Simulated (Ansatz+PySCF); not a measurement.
The numbers below are computed, except where a source is named.
# Several solutions for singlet C2H4

```csv
atom,x (Å),y (Å),z (Å)
C,0.0000,0.0000,-0.6653
C,0.0000,0.0000,1.3306
H,0.0000,-0.9311,-1.2403
H,0.0000,0.9311,-1.2403
H,0.0000,-0.9311,1.9056
H,0.0000,0.9311,1.9056
```

Basis set: STO-3G (spherical functions). Charge 0, multiplicity 1.

PBE0 (unrestricted) was run from several starts with Ansatz (development build ahead of 0.2.0) and PySCF 2.14.0.

```tsv
run	program	start	converged	energy (hartree)	<S²>
A	Ansatz	search for the lowest state	yes	-77.33721	0.92
B	Ansatz	atomic start, no search	yes	-77.29544	0.00
C	PySCF	program defaults	yes	-77.29544	0.00
D	Ansatz	stability test followed	yes	-77.33721	0.92
```

Q: Which runs reached the lowest solution of this kind, and what is wrong with the others?

A: A, D reached the lowest solution found. Converged but too high: B by 1.14 eV, C by 1.14 eV. Convergence only shows a stationary point, and even a stable one can lie too high; stability tests and further starts are what find lower ones. Caution: the unrestricted determinant is a mixture of spin states.
